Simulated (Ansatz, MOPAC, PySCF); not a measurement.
Reaction (SMILES): CCl (CH3Cl) [chloromethane] → [CH3] (CH3) + Cl atom (the C-Cl bond breaks)

Wanted: bond dissociation energy (enthalpy at 298 K), in kcal/mol. Set-up: open shells spin-unrestricted; 6-31G* and kin with 6d, 5d where marked; dispersion terms only where a functional's name holds one; no spin-orbit coupling; non-relativistic. Ab initio and DFT rows: single points at B3LYP-D3(BJ) geometries (Ansatz, an electronic-structure program), with unscaled harmonic terms from B3LYP/6-31G* at its own minima. Semi-empirical rows: MOPAC heats of formation at their own minima for 298 K.

```json
[
 {"species": "CCl (CH3Cl)", "coefficient": "-1", "E at PBE/6-31G* (Ansatz), Eh": "-499.84050", "E at M06-2X/def2-TZVPD (PySCF), Eh": "-500.09891", "H(298 K) - E, kcal/mol": "26.40", "heat of formation at MNDO (MOPAC), kcal/mol": "-22.52"},
 {"species": "[CH3] (CH3)", "coefficient": "+1", "E at PBE/6-31G* (Ansatz), Eh": "-39.76808", "E at M06-2X/def2-TZVPD (PySCF), Eh": "-39.82420", "H(298 K) - E, kcal/mol": "21.26", "heat of formation at MNDO (MOPAC), kcal/mol": "24.61"},
 {"species": "Cl atom", "coefficient": "+1", "E at PBE/6-31G* (Ansatz), Eh": "-459.92714", "E at M06-2X/def2-TZVPD (PySCF), Eh": "-460.13314", "H(298 K) - E, kcal/mol": "1.48", "heat of formation at MNDO (MOPAC), kcal/mol": "28.99"}
]
```

Measured values: Active Thermochemical Tables 1.112 (ions: stationary electron), as tabulated in the package chemicals; they hold spin-orbit and core effects, anharmonicity.  Value to compare with, the measured value: 83.8 kcal/mol. 1 Eh = 627.5095 kcal/mol.

Problem. Work the quantity out at each level, and compare with the measured value.

Solution. 
- PBE/6-31G*: the sum of coefficient times E is 0.14528 Eh, or 91.16 kcal/mol; the thermal terms add -3.66. Result: 87.5 kcal/mol. Its error against the measured value is 3.7 kcal/mol.
- M06-2X/def2-TZVPD: the sum of coefficient times E is 0.14157 Eh, or 88.84 kcal/mol; the thermal terms add -3.66. Result: 85.2 kcal/mol. Its error against the measured value is 1.4 kcal/mol.
- MNDO: the sum of coefficient times heat of formation is 76.12 kcal/mol; it needs no thermal term. Its error against the measured value is -7.7 kcal/mol.
